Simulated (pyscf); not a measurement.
Optimised with ωB97X-D3(BJ)/def2-SVP in PySCF.

Q: Estimate the classical barrier height and the reaction energy of HO–SiH₂–NH–SiH₃ + hydrogen (H₂) → H₃Si–NH–SiH₃ + water (H₂O) at ωB97M-D3(BJ)/def2-TZVP. The step runs on the singlet surface, breaks O–Si, H–H and forms H–Si, H–O; take the separated reactants as zero.

A: ΔE‡ = 212.9 kJ/mol, ΔE = +91.4 kJ/mol. Zero-point energy shifts the barrier by +13.5 kJ/mol. It is a four-centre exchange, with an imaginary mode of 1154i cm⁻¹. HO–SiH₂–NH–SiH₃ lies 50.9 kJ/mol over its isomer H₂N–SiH₂–O–SiH₃, and others may lie lower still (electronic energy, ωB97M-D3(BJ)). One saddle was located; it need not be the lowest between these sides.
